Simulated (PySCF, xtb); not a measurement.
Relative energy of two isomers of BHOSi

Structure X: `O=B[SiH]`, a singlet. Structure Y: `B1O[Si]1`, a singlet. Both are isolated molecules in the gas phase, relaxed with PBE0-D3(BJ)/pcseg-1; the shapes shown needn't be the lowest conformers.

X (Å):

```xyz
4

B    -0.1770   -0.4635   -0.4955
O    -0.9794   -0.4835    0.4064
Si    1.0790   -0.5121   -2.0940
H     2.0966    0.3157   -1.3138
```

Y (Å):

```xyz
4

B     0.3405   -0.1523   -0.5439
O     1.0007   -0.0402   -1.7223
Si    0.6221   -1.7653   -1.5743
H     0.0729    0.7234    0.2260
```

Energies in hartree; the thermal terms are from GFN2-xTB frequencies at re-optimised GFN2-xTB minima (ideal gas, soft modes damped towards free rotors, one conformer each, 298.15 K, 1 atm) and include the zero-point energy:

```
                                X           Y
E, CCSD(T)/def2-TZVPP  −389.548154  −389.553210
    zero-point energy     0.012970     0.014741
         H(298 K) − E     0.018152     0.019166
         G(298 K) − E    −0.012507    −0.010200
```

Task: Work out ΔE, ΔE₀, ΔH and ΔG for X → Y in kJ/mol (1 Eh = 2625.50 kJ/mol) and the equilibrium ratio [Y]/[X].

Result: 1. ΔE = −389.553210 − (−389.548154) = −0.005056 Eh = −13.27 kJ/mol.
2. ΔE₀ = ΔE + ΔZPE = −0.005056 + (+0.001771) Eh = −8.62 kJ/mol.
3. ΔH = ΔE + (+0.001014) Eh = −10.61 kJ/mol.
4. ΔG = ΔE + (+0.002307) Eh = −7.22 kJ/mol, so ΔS = (ΔH − ΔG)/T = −11.4 J/(mol K).
5. kT = 0.9442 mEh, so K = [Y]/[X] = exp(−ΔG/kT) = exp(+2.91) ≈ 18.

Structure Y is favoured at this temperature. An error of 4 kJ/mol in ΔG would change K by a factor of 5. HF/def2-TZVPP found them nearly level. GFN2-xTB, HF/STO-3G gave ΔE the other sign. Large T1 diagnostics make the coupled-cluster value less sure. Mirror images and further conformers aren't counted.

As drawn, Y has 1 B–O, 1 O–Si, 1 B–H in place of 1 B=O, 1 Si–H. Structure X has no ring, Y a 3-membered ring.

Other levels gave ΔE = +33.5 (GFN2-xTB); +10.1 (HF/STO-3G, GFN2-xTB geometries); −27.2 (r2SCAN-D4/def2-SVP, GFN2-xTB geometries); −2.7 (PBE0-D3(BJ)/pcseg-1); −1.1 (HF/def2-TZVPP); −17.7 (MP2/def2-TZVPP) kJ/mol. The correlated steps freeze 7 core orbitals. Programs: PySCF 2.14.0, xtb 6.7.1.
